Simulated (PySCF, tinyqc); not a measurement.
Worked calculation: LCCD on RHF in the sto-6g basis, frozen core, for BH, spin multiplicity 1. The lowest restricted solution is unstable here: a spin-polarised one lies 0.0063 hartree lower (PySCF). Computed by tinyqc, a small Python program that keeps every step (integrals from PySCF). Settings: charge = 0, multiplicity = 1, basis = sto-6g, method = RHF, frozen orbitals = 1, energy threshold = 1e-10, iteration cap = 64, orthogonalisation = canonical, start = core, DIIS depth = 6, amplitude equations = LCCD, DIIS depth for amplitudes = 0, cap on updates = 52. Command: `OMP_NUM_THREADS=1 python tinyqc.py 29662 29663 out.jsonl` (the two numbers bound the seeds that draw the settings). One thread of a shared host (Intel(R) Xeon(R) Processor @ 2.60GHz), about 0.2 s of CPU time with the checks. The early iterations of the SCF are left out here.

## One-electron integrals

Geometry (angstrom):
```
atom       x       y       z
B     0.0000  0.0000  0.0000
H     0.0000  0.0000  1.7640
```

Basis sto-6g: exponents (1/bohr^2) and contraction coefficients of normalised primitives:
```
element  l (shell)  exponent  coefficient
B            s (1)  506.0111       0.0092
B            s (1)   92.7768       0.0494
B            s (1)   25.9557       0.1685
B            s (1)    8.9164       0.3706
B            s (1)    3.4625       0.4165
B            s (1)    1.4261       0.1303
B            s (2)   23.1946      -0.0133
B            s (2)    4.5908      -0.0470
B            s (2)    1.4268      -0.0338
B            s (2)    0.5489       0.2502
B            s (2)    0.2384       0.5951
B            s (2)    0.1093       0.2407
B            p (3)   23.1946       0.0038
B            p (3)    4.5908       0.0377
B            p (3)    1.4268       0.1739
B            p (3)    0.5489       0.4180
B            p (3)    0.2384       0.4259
B            p (3)    0.1093       0.1017
H            s (1)   35.5232       0.0092
H            s (1)    6.5131       0.0494
H            s (1)    1.8221       0.1685
H            s (1)    0.6260       0.3706
H            s (1)    0.2431       0.4165
H            s (1)    0.1001       0.1303
```

Overlap, kinetic and nuclear-attraction integrals over the contracted functions; the nuclear repulsion is the sum of Za Zb / Rab.

nuclear repulsion = 1.499935 hartree

overlap S, order 1B 1s, 1B 2s, 1B 2px, 1B 2py, 1B 2pz, 2H 1s:
$$\begin{pmatrix}
1.0000 & 0.2649 & 0.0000 & 0.0000 & 0.0000 & 0.0187 \\
0.2649 & 1.0000 & 0.0000 & 0.0000 & 0.0000 & 0.2321 \\
0.0000 & 0.0000 & 1.0000 & 0.0000 & 0.0000 & 0.0000 \\
0.0000 & 0.0000 & 0.0000 & 1.0000 & 0.0000 & 0.0000 \\
0.0000 & 0.0000 & 0.0000 & 0.0000 & 1.0000 & 0.2786 \\
0.0187 & 0.2321 & 0.0000 & 0.0000 & 0.2786 & 1.0000
\end{pmatrix}$$

kinetic energy T (hartree), order 1B 1s, 1B 2s, 1B 2px, 1B 2py, 1B 2pz, 2H 1s:
$$\begin{pmatrix}
10.9472 & -0.3339 & 0.0000 & 0.0000 & 0.0000 & -0.0068 \\
-0.3339 & 0.3745 & 0.0000 & 0.0000 & 0.0000 & 0.0024 \\
0.0000 & 0.0000 & 1.1250 & 0.0000 & 0.0000 & 0.0000 \\
0.0000 & 0.0000 & 0.0000 & 1.1250 & 0.0000 & 0.0000 \\
0.0000 & 0.0000 & 0.0000 & 0.0000 & 1.1250 & 0.0471 \\
-0.0068 & 0.0024 & 0.0000 & 0.0000 & 0.0471 & 0.7685
\end{pmatrix}$$

nuclear attraction V (hartree), order 1B 1s, 1B 2s, 1B 2px, 1B 2py, 1B 2pz, 2H 1s:
$$\begin{pmatrix}
-23.6917 & -2.8237 & 0.0000 & 0.0000 & -0.0089 & -0.2182 \\
-2.8237 & -4.0491 & 0.0000 & 0.0000 & -0.0848 & -0.7152 \\
0.0000 & 0.0000 & -4.0320 & 0.0000 & 0.0000 & 0.0000 \\
0.0000 & 0.0000 & 0.0000 & -4.0320 & 0.0000 & 0.0000 \\
-0.0089 & -0.0848 & 0.0000 & 0.0000 & -4.0827 & -0.8116 \\
-0.2182 & -0.7152 & 0.0000 & 0.0000 & -0.8116 & -2.7375
\end{pmatrix}$$

core Hamiltonian H = T + V (hartree), order 1B 1s, 1B 2s, 1B 2px, 1B 2py, 1B 2pz, 2H 1s:
$$\begin{pmatrix}
-12.7445 & -3.1575 & 0.0000 & 0.0000 & -0.0089 & -0.2250 \\
-3.1575 & -3.6746 & 0.0000 & 0.0000 & -0.0848 & -0.7128 \\
0.0000 & 0.0000 & -2.9070 & 0.0000 & 0.0000 & 0.0000 \\
0.0000 & 0.0000 & 0.0000 & -2.9070 & 0.0000 & 0.0000 \\
-0.0089 & -0.0848 & 0.0000 & 0.0000 & -2.9577 & -0.7645 \\
-0.2250 & -0.7128 & 0.0000 & 0.0000 & -0.7645 & -1.9690
\end{pmatrix}$$

## Two-electron integrals

Functions are numbered as in S; the eight-fold symmetry (ij|kl) = (ji|kl) = (kl|ij) leaves the list below.

Two-electron integrals (ij|kl) in chemists' order, unique and non-zero (hartree):
```
(11|11) 2.9250   (21|11) 0.4808   (21|21) 0.0995   (22|11) 0.7434
(22|21) 0.1890   (22|22) 0.5449   (31|31) 0.0211   (32|31) 0.0309
(32|32) 0.1204   (33|11) 0.7434   (33|21) 0.1890   (33|22) 0.5449
(33|33) 0.5871   (41|41) 0.0211   (42|41) 0.0309   (42|42) 0.1204
(43|43) 0.0316   (44|11) 0.7434   (44|21) 0.1890   (44|22) 0.5449
(44|33) 0.5238   (44|44) 0.5871   (51|51) 0.0211   (52|51) 0.0309
(52|52) 0.1204   (53|53) 0.0316   (54|54) 0.0316   (55|11) 0.7434
(55|21) 0.1890   (55|22) 0.5449   (55|33) 0.5238   (55|44) 0.5238
(55|55) 0.5871   (61|11) 0.0348   (61|21) 0.0070   (61|22) 0.0132
(61|33) 0.0132   (61|44) 0.0132   (61|51) 0.0006   (61|52) 0.0011
(61|55) 0.0134   (61|61) 0.0005   (62|11) 0.1133   (62|21) 0.0295
(62|22) 0.0975   (62|33) 0.0945   (62|44) 0.0945   (62|51) 0.0034
(62|52) 0.0221   (62|55) 0.1034   (62|61) 0.0022   (62|62) 0.0281
(63|31) 0.0026   (63|32) 0.0128   (63|53) 0.0038   (63|63) 0.0025
(64|41) 0.0026   (64|42) 0.0128   (64|54) 0.0038   (64|64) 0.0025
(65|11) 0.1201   (65|21) 0.0316   (65|22) 0.1093   (65|33) 0.1040
(65|44) 0.1040   (65|51) 0.0056   (65|52) 0.0348   (65|55) 0.1201
(65|61) 0.0025   (65|62) 0.0365   (65|65) 0.0490   (66|11) 0.2995
(66|21) 0.0793   (66|22) 0.2953   (66|33) 0.2811   (66|44) 0.2811
(66|51) 0.0087   (66|52) 0.0792   (66|55) 0.3238   (66|61) 0.0060
(66|62) 0.1208   (66|65) 0.1682   (66|66) 0.7750
```

## Orthogonalisation

S = U s U^T; canonical form X = U s^(-1/2), so that X^T S X = 1. Each column of U has its largest component positive (the first on a tie).

eigenvalues of S: [0.5964, 0.8122, 1.0000, 1.0000, 1.1710, 1.4203]

X, order 1B 1s, 1B 2s, 1B 2px, 1B 2py, 1B 2pz, 2H 1s:
$$\begin{pmatrix}
0.4558 & 0.6874 & 0.0000 & 0.0000 & -0.5391 & 0.3271 \\
-0.7498 & -0.4580 & 0.0000 & 0.0000 & -0.3721 & 0.4836 \\
0.0000 & 0.0000 & 0.9960 & -0.0890 & 0.0000 & 0.0000 \\
0.0000 & 0.0000 & 0.0890 & 0.9960 & 0.0000 & 0.0000 \\
-0.5410 & 0.6144 & 0.0000 & 0.0000 & 0.5555 & 0.3330 \\
0.7836 & -0.4140 & 0.0000 & 0.0000 & 0.3410 & 0.5023
\end{pmatrix}$$

Within a degenerate level the vectors are fixed only up to a rotation; this is one choice.

## Iteration 8 (converged): orbitals

converged F (hartree), order 1B 1s, 1B 2s, 1B 2px, 1B 2py, 1B 2pz, 2H 1s:
$$\begin{pmatrix}
-7.4745 & -2.0863 & 0.0000 & 0.0000 & -0.0155 & -0.1521 \\
-2.0863 & -0.9742 & 0.0000 & 0.0000 & 0.0123 & -0.2587 \\
0.0000 & 0.0000 & 0.2458 & 0.0000 & 0.0000 & 0.0000 \\
0.0000 & 0.0000 & 0.0000 & 0.2458 & 0.0000 & 0.0000 \\
-0.0155 & 0.0123 & 0.0000 & 0.0000 & 0.0049 & -0.2824 \\
-0.1521 & -0.2587 & 0.0000 & 0.0000 & -0.2824 & -0.1729
\end{pmatrix}$$

Diagonalise F' = X^T F X, C = X C', fill 3 alpha and 3 beta electrons from the bottom; D = 2 C_occ C_occ^T. Each column has its largest component positive (the first on a tie).

F' = X^T F X (hartree):
$$\begin{pmatrix}
-0.3270 & -1.3524 & 0.0000 & 0.0000 & 1.1280 & -0.8555 \\
-1.3524 & -2.3382 & 0.0000 & 0.0000 & 2.5784 & -1.7826 \\
0.0000 & 0.0000 & 0.2458 & 0.0000 & 0.0000 & 0.0000 \\
0.0000 & 0.0000 & 0.0000 & 0.2458 & 0.0000 & 0.0000 \\
1.1280 & 2.5784 & 0.0000 & 0.0000 & -3.1438 & 2.1832 \\
-0.8555 & -1.7826 & 0.0000 & 0.0000 & 2.1832 & -2.0002
\end{pmatrix}$$

orbital energies (hartree): MO1 -7.4763, MO2 -0.4688, MO3 -0.2369, MO4 0.2458, MO5 0.2458, MO6 0.3727

coefficients C, order 1B 1s, 1B 2s, 1B 2px, 1B 2py, 1B 2pz, 2H 1s:
$$\begin{pmatrix}
0.9955 & -0.2508 & 0.1311 & 0.0000 & 0.0000 & -0.0826 \\
0.0167 & 0.8685 & -0.5174 & 0.0000 & 0.0000 & 0.3495 \\
0.0000 & 0.0000 & 0.0000 & -0.0161 & 0.9999 & 0.0000 \\
0.0000 & 0.0000 & 0.0000 & 0.9999 & 0.0161 & 0.0000 \\
0.0026 & 0.0853 & 0.5766 & 0.0000 & 0.0000 & 0.8660 \\
-0.0024 & 0.3621 & 0.6055 & 0.0000 & 0.0000 & -0.8101
\end{pmatrix}$$

D after iteration 8, order 1B 1s, 1B 2s, 1B 2px, 1B 2py, 1B 2pz, 2H 1s:
$$\begin{pmatrix}
2.1422 & -0.5379 & 0.0000 & 0.0000 & 0.1135 & -0.0277 \\
-0.5379 & 2.0443 & 0.0000 & 0.0000 & -0.4482 & 0.0025 \\
0.0000 & 0.0000 & 0.0000 & 0.0000 & 0.0000 & 0.0000 \\
0.0000 & 0.0000 & 0.0000 & 0.0000 & 0.0000 & 0.0000 \\
0.1135 & -0.4482 & 0.0000 & 0.0000 & 0.6794 & 0.7600 \\
-0.0277 & 0.0025 & 0.0000 & 0.0000 & 0.7600 & 0.9955
\end{pmatrix}$$

Within a degenerate level the vectors are fixed only up to a rotation; this is one choice.

## Convergence

Stop when the energy changes by less than 1e-10 hartree and every element of the error matrix X^T (F D S - S D F) X is below 3e-06.

Course of the cycle:
```
iteration  E (hartree)     change  largest element of the error matrix
1           -24.283339          -                             3.41e-01
2           -24.840678  -5.57e-01                             2.03e-01
3           -24.908826  -6.81e-02                             6.01e-02
4           -24.914178  -5.35e-03                             4.08e-03
5           -24.914209  -3.17e-05                             7.35e-04
6           -24.914210  -8.56e-07                             1.56e-05
7           -24.914210  -4.57e-10                             1.84e-06
8           -24.914210  -5.58e-12                             1.39e-10
```

PySCF RHF in the same basis = -24.914210 hartree

Converged in 8 iterations.

## Integrals over molecular orbitals

(pq|rs) = sum C_ip C_jq C_kr C_ls (ij|kl), one index at a time.

one-electron integrals over orbitals h = C^T H C (hartree):
$$\begin{pmatrix}
-12.7348 & 0.3276 & -0.1629 & 0.0000 & 0.0000 & 0.1078 \\
0.3276 & -2.9444 & 0.2691 & 0.0000 & 0.0000 & -0.3960 \\
-0.1629 & 0.2691 & -2.5529 & 0.0000 & 0.0000 & -0.4259 \\
0.0000 & 0.0000 & 0.0000 & -2.9070 & 0.0000 & 0.0000 \\
0.0000 & 0.0000 & 0.0000 & 0.0000 & -2.9070 & 0.0000 \\
0.1078 & -0.3960 & -0.4259 & 0.0000 & 0.0000 & -2.4676
\end{pmatrix}$$

Two-electron integrals over orbitals (pq|rs), unique and non-zero (hartree); the lowest 1 orbital is frozen and left out:
```
(22|22) 0.4724    (32|22) 0.0013    (32|32) 0.1191    (33|22) 0.4329
(33|32) -0.0047   (33|33) 0.4720    (42|42) 0.0871    (43|42) -0.0401
(43|43) 0.0349    (44|22) 0.4796    (44|32) -0.0781   (44|33) 0.4256
(44|44) 0.5871    (52|52) 0.0871    (53|52) -0.0401   (53|53) 0.0349
(54|54) 0.0316    (55|22) 0.4796    (55|32) -0.0781   (55|33) 0.4256
(55|44) 0.5238    (55|55) 0.5871    (62|22) 0.0554    (62|32) -0.0170
(62|33) -0.0233   (62|44) 0.0801    (62|55) 0.0801    (62|62) 0.0923
(63|22) 0.0285    (63|32) -0.1117   (63|33) 0.0075    (63|44) 0.0973
(63|55) 0.0973    (63|62) 0.0581    (63|63) 0.1439    (64|42) 0.0277
(64|43) 0.0032    (64|64) 0.0262    (65|52) 0.0277    (65|53) 0.0032
(65|65) 0.0262    (66|22) 0.4748    (66|32) 0.0527    (66|33) 0.4650
(66|44) 0.4404    (66|55) 0.4404    (66|62) 0.0229    (66|63) -0.0263
(66|66) 0.5330
```

## LCCD: starting amplitudes

t_ij^ab = <ij||ab> / (e_i + e_j - e_a - e_b), whose energy is MP2.

Starting amplitudes (spin orbitals 1a, 1b, ...; amplitudes related by a flip of all spins are not repeated):
```
from      to        t
3a 3b  6a 6b  -0.1180
2a 2b  4a 4b  -0.0610
2a 2b  5a 5b  -0.0610
2a 2b  6a 6b  -0.0548
2a 3b  6a 6b  -0.0400
3a 3b  4a 4b  -0.0361
3a 3b  5a 5b  -0.0361
2a 3b  4a 4b   0.0335
2a 3b  5a 5b   0.0335
```

correlation energy = -0.045205 hartree

## LCCD: amplitude update 1

t_ij^ab D_ij^ab are set to the remaining terms of the spin-orbital equations, evaluated with the old amplitudes; for the doubles these are <ij||ab> + 1/2 <ab||ef> t_ij^ef + 1/2 <mn||ij> t_mn^ab + P(ij)P(ab) <mb||ej> t_im^ae, D the orbital-energy denominators (linear CCD).

Amplitudes after update 1 (spin orbitals 1a, 1b, ...; amplitudes related by a flip of all spins are not repeated):
```
from      to        t
3a 3b  6a 6b  -0.1694
2a 2b  4a 4b  -0.0903
2a 2b  5a 5b  -0.0903
2a 2b  6a 6b  -0.0699
2a 3b  6a 6b  -0.0626
2a 3b  4a 4b   0.0582
2a 3b  5a 5b   0.0582
3a 3b  4a 4b  -0.0534
3a 3b  5a 5b  -0.0534
```

correlation energy = -0.066892 hartree

## LCCD: amplitude update 2

As before.

Amplitudes after update 2 (spin orbitals 1a, 1b, ...; amplitudes related by a flip of all spins are not repeated):
```
from      to        t
3a 3b  6a 6b  -0.1930
2a 2b  4a 4b  -0.1061
2a 2b  5a 5b  -0.1061
2a 3b  6a 6b  -0.0745
2a 3b  4a 4b   0.0739
2a 3b  5a 5b   0.0739
2a 2b  6a 6b  -0.0729
3a 3b  4a 4b  -0.0638
3a 3b  5a 5b  -0.0638
```

correlation energy = -0.077932 hartree

## LCCD: amplitude update 3

As before.

Amplitudes after update 3 (spin orbitals 1a, 1b, ...; amplitudes related by a flip of all spins are not repeated):
```
from      to        t
3a 3b  6a 6b  -0.2043
2a 2b  4a 4b  -0.1149
2a 2b  5a 5b  -0.1149
2a 3b  4a 4b   0.0834
2a 3b  5a 5b   0.0834
2a 3b  6a 6b  -0.0806
2a 2b  6a 6b  -0.0727
3a 3b  4a 4b  -0.0707
3a 3b  5a 5b  -0.0707
```

correlation energy = -0.083789 hartree

## LCCD: convergence

E_corr = 1/4 sum <ij||ab> t_ij^ab; stop when the norm of the change is below 1e-8.

Course of the amplitude iterations:
```
update  correlation energy (hartree)  norm of the change
0                          -0.045205                   -
1                          -0.066892            1.86e-01
2                          -0.077932            1.01e-01
3                          -0.083789            5.71e-02
4                          -0.086987            3.33e-02
5                          -0.088771            1.98e-02
6                          -0.089784            1.20e-02
7                          -0.090367            7.37e-03
8                          -0.090706            4.58e-03
9                          -0.090906            2.89e-03
10                         -0.091024            1.84e-03
11                         -0.091095            1.18e-03
12                         -0.091137            7.61e-04
13                         -0.091163            4.95e-04
...                              ...                 ...
27                         -0.091205            1.52e-06
28                         -0.091205            1.01e-06
29                         -0.091205            6.69e-07
30                         -0.091205            4.45e-07
31                         -0.091205            2.96e-07
32                         -0.091205            1.97e-07
33                         -0.091205            1.31e-07
34                         -0.091205            8.69e-08
35                         -0.091205            5.77e-08
36                         -0.091205            3.84e-08
37                         -0.091205            2.55e-08
38                         -0.091205            1.70e-08
39                         -0.091205            1.13e-08
40                         -0.091205            7.50e-09
```

Converged amplitudes (spin orbitals 1a, 1b, ...; amplitudes related by a flip of all spins are not repeated):
```
from      to        t
3a 3b  6a 6b  -0.2149
2a 2b  4a 4b  -0.1265
2a 2b  5a 5b  -0.1265
2a 3b  4a 4b   0.0982
2a 3b  5a 5b   0.0982
2a 3b  6a 6b  -0.0869
3a 3b  4a 4b  -0.0851
3a 3b  5a 5b  -0.0851
2a 2b  6a 6b  -0.0699
```

LCCD total energy = -25.005415 hartree

Converged in 40 updates.
